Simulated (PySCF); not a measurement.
C3H6N2.
Numbering: `[NH2:1][CH2:2][C@H:3]1[CH:4]=[N:5]1` (hydrogens: H6, H7 on N1; H8, H9 on C2; H10 on C3; H11 on C4)

The same species was optimised twice, with GFN2-xTB and with PBE0-D3(BJ)/def2-SVP (PySCF), and the same property calculations (PySCF, gas phase) were run on both structures.

| coordinate | GFN2-xTB | PBE0-D3(BJ)/def2-SVP | change |
| --- | --- | --- | --- |
| C4–H11 (Å) | 1.063 | 1.093 | +0.030 |
| C3–N5 (Å) | 1.506 | 1.523 | +0.017 |
| C3–H10 (Å) | 1.088 | 1.102 | +0.014 |
| C2–H9 (Å) | 1.094 | 1.104 | +0.010 |
| C2–H8 (Å) | 1.095 | 1.104 | +0.009 |
| C2–C3 (Å) | 1.519 | 1.511 | -0.008 |
| N1–H6 (Å) | 1.015 | 1.019 | +0.004 |
| N1–C2 (Å) | 1.452 | 1.449 | -0.003 |
| N1–H7 (Å) | 1.015 | 1.019 | +0.004 |
| C3–C4 (Å) | 1.451 | 1.448 | -0.003 |
| C4=N5 (Å) | 1.252 | 1.252 | 0.000 |
| N5–C4–H11 (°) | 144.3 | 138.7 | -5.6 |
| C3–C4–H11 (°) | 148.5 | 153.1 | +4.6 |
| H8–C2–H9 (°) | 108.5 | 106.0 | -2.5 |
| C2–C3–C4 (°) | 122.3 | 124.0 | +1.7 |
| H6–N1–H7 (°) | 107.3 | 105.9 | -1.4 |
| N1–C2–H9 (°) | 107.7 | 108.8 | +1.1 |
| N1–C2–H8 (°) | 107.7 | 108.8 | +1.1 |
| N5–C3–H10 (°) | 115.5 | 114.6 | -0.9 |
| N1–C2–C3–C4 (°) | -136 | -135 | +1 |

Rotational constants: A = 15269, B = 3404, C = 3107 MHz (GFN2-xTB) against A = 15337, B = 3387, C = 3090 MHz (PBE0-D3(BJ)/def2-SVP). Point groups within 0.08 Å: C1 and C1.

On the GFN2-xTB structure: HOMO (eV) -6.69 [PBE0/pcSseg-1]; LUMO (eV) -0.63 [PBE0/pcSseg-1]; dipole (D) 2.27 [PBE0/pcSseg-1]; GIAO shielding of N1 (ppm) 235.0 [PBE0/pcSseg-1]; GIAO shielding of C2 (ppm) 132.4 [PBE0/pcSseg-1]; GIAO shielding of C3 (ppm) 155.1 [PBE0/pcSseg-1]; GIAO shielding of C4 (ppm) 6.2 [PBE0/pcSseg-1]; GIAO shielding of N5 (ppm) -91.6 [PBE0/pcSseg-1].

Q: What do these properties become on the PBE0-D3(BJ)/def2-SVP structure?

A: 
```tsv
property	level	on GFN2-xTB	on PBE0-D3(BJ)/def2-SVP	change
HOMO (eV)	PBE0/pcSseg-1	-6.69	-6.81	-0.12
LUMO (eV)	PBE0/pcSseg-1	-0.63	-0.60	+0.03
dipole (D)	PBE0/pcSseg-1	2.27	2.28	+0.01
energy, GFN2-xTB geometry as zero (kcal/mol)	PBE0/pcSseg-1	0.0	-1.1	-1.1
GIAO shielding of N1 (ppm)	PBE0/pcSseg-1	235.0	234.2	-0.8
GIAO shielding of C2 (ppm)	PBE0/pcSseg-1	132.4	132.5	+0.1
GIAO shielding of C3 (ppm)	PBE0/pcSseg-1	155.1	151.6	-3.5
GIAO shielding of C4 (ppm)	PBE0/pcSseg-1	6.2	5.8	-0.4
GIAO shielding of N5 (ppm)	PBE0/pcSseg-1	-91.6	-98.0	-6.4
```

The heavy atoms differ by 0.014 Å rms after alignment. Among all bonds C4–H11 changes most (+0.030 Å). Changes are differences of the printed values. Neither structure is proved a minimum here.

The values belong to the conformer `[NH2:1][CH2:2][C@H:3]1[CH:4]=[N:5]1`: N1–C2–C3–C4 -135°, H–N1–C2–C3 55°, H–N1–C2–C3 -61°.
